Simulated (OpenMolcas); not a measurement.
# H2O2 (hydrogen peroxide) at 6 levels

Wanted: a comparison of 6 runs (HF/STO-3G, HF/3-21G, B3LYP/6-31G*, BHLYP/def2-TZVPP, M06-2X/def2-TZVPP, PBE/def2-TZVPP) of H2O2 (hydrogen peroxide). 

The results are computed with OpenMolcas 26.06.

1 further run of the same task is left out (set aside as unsound or not needed).

**1. The structure to begin with**

H2O2: 4 atoms, total charge 0, spin state singlet. SMILES: `OO`. The shape is that of a PBE0-D4/def2-TZVP optimisation.

Bond lengths: O1–O2 1.426 Å, O1–H3 0.965 Å, O2–H4 0.965 Å. Angles: O1–O2–H4 101.1°, O2–O1–H3 101.1°.

**2. Energy and gradient at HF/STO-3G (run 1)**

Contents of test.inp:

```
* H2O2 Hartree-Fock

&GATEWAY
  BasLib=$CurrDir
  Coord
  4
  angstrom
  O       -0.486800      -0.581100       0.030600
  O        0.048300       0.728400       0.206900
  H        0.186400      -1.117000       0.467400
  H        0.252100       0.969800      -0.704900
  Basis=STO-3G
  Group=NoSym

&SEWARD

&SCF
  Thresholds=1e-10 1e-07 1e-07 1e-05
  PrOrbitals=1

&ALASKA
```

The basis set STO-3G is read from a file made from the Basis Set Exchange's data (not shown).

On the command line:

```sh
$ export MOLCAS_MEM=1860
$ pymolcas test.inp > test.log
```

Output:

```text
--- Start Module: gateway ---
[...]
--- Stop Module: gateway /rc=_RC_ALL_IS_WELL_ ---
[...]
      Basis functions           12
[...]
--- Start Module: scf ---
[...]
       Convergence after  10 Iterations
[...]
::    Total SCF energy                               -148.7605406603
[...]
      Total spin, S                                     0.0000000000
[...]
      Total electronic charge=   18.000000
      Total            charge=   -0.000000
[...]
      Dipole Moment (debye):
      Origin of the operator (angstrom)=   -0.1933    0.0649    0.1047
                   X=  1.3202E+00               Y= -4.4327E-01               Z= -7.1499E-01           Total=  1.5654E+00
      Quadrupole Moment (debye*angstrom):
[...]
--- Stop Module: scf /rc=_RC_ALL_IS_WELL_ ---
--- Start Module: alaska ---
[...]
 *              Molecular gradients               *
 **************************************************
  Irreducible representation: a
 ------------------------------------------------------------------------------------------
                              X                       Y                       Z
 ------------------------------------------------------------------------------------------
  O1                1.92530911602731E-02   -6.19197862111305E-02    1.89557611755857E-02
  O2                2.30944092824870E-02    4.77114401805334E-02   -4.18814604028293E-02
  H3               -3.34302574850489E-02    2.58948794515101E-02   -2.28130018854160E-02
  H4               -8.91724295771490E-03   -1.16865334209203E-02    4.57387011126573E-02
 ------------------------------------------------------------------------------------------
--- Stop Module: alaska /rc=_RC_ALL_IS_WELL_ ---
[...]
```

Wall time 1.5 s (1 thread of Arm Neoverse V2, shared host); peak memory 0.37 GiB.

**3. Energy and forces at HF/3-21G (run 2)**

Contents of calc.inp:

```
>>> EXPORT MOLCAS_PRINT=2

&GATEWAY
  BasLib=$CurrDir
  Coord
  4
  angstrom
  O       -0.486800      -0.581100       0.030600
  O        0.048300       0.728400       0.206900
  H        0.186400      -1.117000       0.467400
  H        0.252100       0.969800      -0.704900
  Basis=3-21G
  Group=NoSym

&SEWARD

&SCF
  Thresholds=1e-10 1e-07 1e-07 1e-05
  PrOrbitals=1 2

&ALASKA
```

The basis set 3-21G is read from a file made from the Basis Set Exchange's data (not shown).

On the command line:

```sh
$ export MOLCAS_MEM=1860
$ pymolcas calc.inp > calc.log
```

Output:

```text
--- Start Module: gateway ---
[...]
--- Stop Module: gateway /rc=_RC_ALL_IS_WELL_ ---
[...]
      Basis functions           22
[...]
--- Start Module: scf ---
[...]
       Convergence after  12 Iterations
[...]
::    Total SCF energy                               -149.9429953629
[...]
      Total spin, S                                     0.0000000000
[...]
      Total electronic charge=   18.000000
      Total            charge=   -0.000000
[...]
      Dipole Moment (debye):
      Origin of the operator (angstrom)=   -0.1933    0.0649    0.1047
                   X=  1.9234E+00               Y= -6.4580E-01               Z= -1.0417E+00           Total=  2.2807E+00
      Quadrupole Moment (debye*angstrom):
[...]
--- Stop Module: scf /rc=_RC_ALL_IS_WELL_ ---
--- Start Module: alaska ---
[...]
 *              Molecular gradients               *
 **************************************************
  Irreducible representation: a
 ------------------------------------------------------------------------------------------
                              X                       Y                       Z
 ------------------------------------------------------------------------------------------
  O1                1.43187742535158E-02    2.95321893639020E-02    5.82061765951636E-03
  O2               -1.25413899795008E-02   -3.01197123628461E-02   -6.77570482871648E-03
  H3               -1.49613848588936E-03    5.69916520863778E-03   -3.99198727789796E-03
  H4               -2.81245788119500E-04   -5.11164220969007E-03    4.94707444709697E-03
 ------------------------------------------------------------------------------------------
--- Stop Module: alaska /rc=_RC_ALL_IS_WELL_ ---
[...]
```

Run time: 1.6 s. Hardware: 1 thread of Arm Neoverse V2, shared host; peak memory 0.37 GiB.

Runs 3 to 5 aren't shown in full; the table further down has their settings and results.

**4. Energy and forces at PBE/def2-TZVPP (run 6)**

Contents of run.input:

```
>>> EXPORT MOLCAS_PRINT=2
&gateway
baslib = $CurrDir
basisset
O.def2-TZVPP....
O1 -0.486800 -0.581100 0.030600 angstrom
O2 0.048300 0.728400 0.206900 angstrom
End of Basis
basisset
H.def2-TZVPP....
H3 0.186400 -1.117000 0.467400 angstrom
H4 0.252100 0.969800 -0.704900 angstrom
End of Basis
&seward
gridinput
Grid=UltraFine
End of Grid
&scf
ksdft = PBE
thresholds = 1e-10 1e-07 1e-07 1e-05
prorbitals = 1 2
&alaska
```

The basis set def2-TZVPP is read from a file made from the Basis Set Exchange's data (not shown).

On the command line:

```sh
$ export MOLCAS_MEM=1860
$ pymolcas run.input > run.log
```

Output:

```text
--- Start Module: gateway ---
[...]
--- Stop Module: gateway /rc=_RC_ALL_IS_WELL_ ---
[...]
      Basis functions           90
[...]
--- Start Module: scf ---
[...]
       Convergence after  13 Iterations
[...]
::    Total KS-DFT energy                            -151.4664610463
[...]
      Total spin, S                                     0.0000000000
[...]
      Total electronic charge=   18.000000
      Total            charge=   -0.000000
[...]
      Dipole Moment (debye):
      Origin of the operator (angstrom)=   -0.1933    0.0649    0.1047
                   X=  1.4780E+00               Y= -4.9626E-01               Z= -8.0046E-01           Total=  1.7525E+00
      Quadrupole Moment (debye*angstrom):
[...]
--- Stop Module: scf /rc=_RC_ALL_IS_WELL_ ---
[...]
--- Start Module: alaska ---
[...]
 *              Molecular gradients               *
 **************************************************
  Irreducible representation: a
 ------------------------------------------------------------------------------------------
                              X                       Y                       Z
 ------------------------------------------------------------------------------------------
  O1                1.44103163444438E-02    1.33812423952788E-02    6.59136852641584E-03
  O2               -5.38359555495349E-03   -1.64047373991414E-02   -1.14727975366060E-02
  H3               -6.78055045317105E-03    5.41192482803421E-03   -4.16010326377192E-03
  H4               -2.24617033633812E-03   -2.38842982416831E-03    9.04153227392346E-03
 ------------------------------------------------------------------------------------------
--- Stop Module: alaska /rc=_RC_ALL_IS_WELL_ ---
[...]
```

It took 18 s on 1 thread of Arm Neoverse V2, shared host; peak memory 0.49 GiB.

**5. Overview of the runs**

```csv
run,level,Cartesian functions,integration grid,energy (Eh),dipole moment (D),HOMO energy (eV),LUMO energy (eV),wall time
1,HF/STO-3G,no,–,-148.760541,1.57,-9.92,13.16,1.5 s
2,HF/3-21G,no,–,-149.942995,2.28,-12.54,6.97,1.6 s
3,B3LYP/6-31G* (Cartesian functions),yes,UltraFine,-151.532600,1.90,-7.34,1.10,5.7 s
4,BHLYP/def2-TZVPP,no,UltraFine,-151.536243,1.85,-10.06,1.54,17 s
5,M06-2X/def2-TZVPP,no,UltraFine,-151.554030,1.83,-10.08,1.53,23 s
6,PBE/def2-TZVPP,no,UltraFine,-151.466461,1.75,-6.20,-0.70,18 s
```

**6. What came out**

| quantity | value |
| --- | --- |
| run 6: total energy | -151.46646 Eh |
| run 6: dipole moment | 1.75 D |
| run 6: HOMO energy | -6.20 eV |
| run 6: LUMO energy | -0.70 eV |
| run 6: HOMO–LUMO gap | 5.50 eV |
| run 6: largest force on an atom | 1.067 eV/Å |

In words: The dipole moment (its size) runs from 1.57 D (HF/STO-3G) to 2.28 D (HF/3-21G). The HOMO–LUMO gap runs from 5.50 eV (PBE/def2-TZVPP) to 23.08 eV (HF/STO-3G). The two ends differ in method and basis. Totals of different functionals can't be ranked against each other. In run 1 the basis is minimal, so the values are rough. All runs together took 66 s, the longest 23 s.
